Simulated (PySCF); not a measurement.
Molecule: Vinyl ether, C$_{4}$H$_{6}$O.

Molfile (atoms numbered from 1):
```
C4H6O
     RDKit          3D

 11 10  0  0  0  0  0  0  0  0999 V2000
   -2.2562    0.6921    0.0545 C   0  0  0  0  0  0  0  0  0  0  0  0
   -1.1812   -0.0885    0.1375 C   0  0  0  0  0  0  0  0  0  0  0  0
    0.0737    0.3884   -0.0281 O   0  0  0  0  0  0  0  0  0  0  0  0
    1.1124   -0.4759    0.0144 C   0  0  0  0  0  0  0  0  0  0  0  0
    2.3730   -0.0828   -0.1535 C   0  0  0  0  0  0  0  0  0  0  0  0
   -2.1634    1.7594   -0.1540 H   0  0  0  0  0  0  0  0  0  0  0  0
   -3.2468    0.2613    0.1988 H   0  0  0  0  0  0  0  0  0  0  0  0
   -1.2470   -1.1643    0.3459 H   0  0  0  0  0  0  0  0  0  0  0  0
    0.8394   -1.5229    0.2000 H   0  0  0  0  0  0  0  0  0  0  0  0
    2.6175    0.9647   -0.3394 H   0  0  0  0  0  0  0  0  0  0  0  0
    3.1767   -0.8170   -0.1054 H   0  0  0  0  0  0  0  0  0  0  0  0
  1  2  2  0
  2  3  1  0
  3  4  1  0
  4  5  2  0
  1  6  1  0
  1  7  1  0
  2  8  1  0
  4  9  1  0
  5 10  1  0
  5 11  1  0
M  END
```

Geometry PBE0-D3(BJ)/def2-SVP throughout; GIAO in PySCF, gas phase, one conformer, non-relativistic; equivalent atoms averaged; basis pcSseg-2.

For orientation, mPW1PW91 gives these absolute shieldings σ: C2/C4 22.2, C1/C5 86.2, O3 130.3, H8/H9 24.77, H6/H10 26.57, H7/H11 27.01 ppm.

A run gave: C2/C4 14.8, C1/C5 81.5, O3 104.4, H8/H9 24.80, H6/H10 26.77, H7/H11 27.25 ppm (absolute shieldings σ).

Task: Which functional was used in that run?
A. WP04
B. B3LYP
C. BLYP
D. PBE

Result: C. C2/C4 tells them apart best: BLYP gives 14.8, WP04 gives 11.8, B3LYP gives 17.5, PBE gives 19.6 ppm.
